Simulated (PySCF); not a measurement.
Phosphanamine, H4NP.
Cartesian coordinates in Å at the PBE0-D3(BJ)/def2-SVP level; atoms count from 1:
```xyz
6
H4NP angstrom
N      0.8079   -0.2000   -0.0859
P     -0.8035    0.2223   -0.4729
H      1.0458   -0.5252    0.8450
H      1.5028    0.4481   -0.4378
H     -1.4269   -1.0478   -0.2693
H     -1.3323    0.7438    0.7619
```

Computed, not measured: core-valence-separated Tamm–Dancoff BHandHLYP/aug-pcX-1 (pcseg-1 on H, def2-SVPD on P) in PySCF, non-relativistic, gas phase, PBE0-D3(BJ)/def2-SVP geometry. The energies are unshifted.

The lowest roots of each edge with f over 0.003 (five at most, numbered afresh; weaker and dark ones are left out), with transition dipoles (au) in the frame of the coordinates:

| root | edge | E (eV) | μx | μy | μz |
| --- | --- | --- | --- | --- | --- |
| 1 | N | 399.22 | 0.0040 | -0.0178 | -0.0117 |
| 2 | N | 400.29 | 0.0415 | -0.0331 | 0.0350 |
| 3 | N | 400.42 | 0.0522 | 0.0262 | -0.0218 |
| 4 | N | 401.24 | 0.0010 | 0.0219 | 0.0310 |
| 5 | N | 402.00 | -0.0056 | 0.0197 | 0.0126 |

Q: What are the oscillator strengths?

A: f = (2/3) ΔE |μ|², with ΔE in hartree (27.2114 eV):

```json
{"root": "1", "ΔE (Eh)": "14.6711", "|μ|² (au)": "0.000470", "f": "0.005", "core hole on": "N1"}
{"root": "2", "ΔE (Eh)": "14.7103", "|μ|² (au)": "0.004043", "f": "0.040", "core hole on": "N1"}
{"root": "3", "ΔE (Eh)": "14.7151", "|μ|² (au)": "0.003887", "f": "0.038", "core hole on": "N1"}
{"root": "4", "ΔE (Eh)": "14.7452", "|μ|² (au)": "0.001442", "f": "0.014", "core hole on": "N1"}
{"root": "5", "ΔE (Eh)": "14.7733", "|μ|² (au)": "0.000578", "f": "0.006", "core hole on": "N1"}
```

Q: Molecules are fixed in this frame and the field points along y. What effective strengths 3 f cos²θ do the roots have (θ between field and μ)?

A: root 1 (N1): 0.009, root 2 (N1): 0.032, root 3 (N1): 0.020, root 4 (N1): 0.014, root 5 (N1): 0.011. Root 2 is the strongest. Averaged over all orientations cos²θ is 1/3, which gives f back.

One conformer stands for the species.
